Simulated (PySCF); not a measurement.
C5H8, SMILES C1C(C=C)C1, GFN2-xTB optimised geometry.

```
13

C     -1.70    -1.34     1.21
C     -0.55    -0.68     1.21
C      0.17    -0.27     0.00
C      1.68    -0.27     0.00
C      0.94     1.02     0.00
H     -2.19    -1.62     0.29
H     -2.19    -1.62     2.12
H     -0.07    -0.42     2.15
H     -0.32    -0.55    -0.93
H      2.19    -0.58    -0.90
H      2.18    -0.57     0.91
H      0.94     1.62    -0.90
H      0.94     1.61     0.91
```

Density from PBE0/def2-TZVP in PySCF at that geometry.

Minimum of the electron density along straight lines between bonded atoms, close to the bond critical point (lines longer than 1.1 times the sum of covalent radii, or with two minima, are not listed):

| bond | length / Å | ρ at the minimum / e bohr⁻³ | ∇²ρ there / e bohr⁻⁵ | position (fraction from the first atom) |
|---|---|---|---|---|
| C1–C2 | 1.323 | 0.357 | -1.11 | 0.49 |
| C2–C3 | 1.469 | 0.276 | -0.76 | 0.50 |
| C3–C4 | 1.508 | 0.239 | -0.43 | 0.50 |
| C3–C5 | 1.507 | 0.239 | -0.44 | 0.50 |
| C4–C5 | 1.492 | 0.245 | -0.47 | 0.50 |
| C1–H6 | 1.078 | 0.286 | -1.01 | 0.64 |
| C1–H7 | 1.076 | 0.287 | -1.02 | 0.64 |
| C2–H8 | 1.083 | 0.286 | -1.02 | 0.64 |
| C3–H9 | 1.083 | 0.285 | -1.00 | 0.64 |
| C4–H10 | 1.079 | 0.286 | -1.01 | 0.64 |
| C4–H11 | 1.079 | 0.286 | -1.01 | 0.64 |
| C5–H12 | 1.079 | 0.286 | -1.01 | 0.64 |
| C5–H13 | 1.080 | 0.286 | -1.01 | 0.64 |
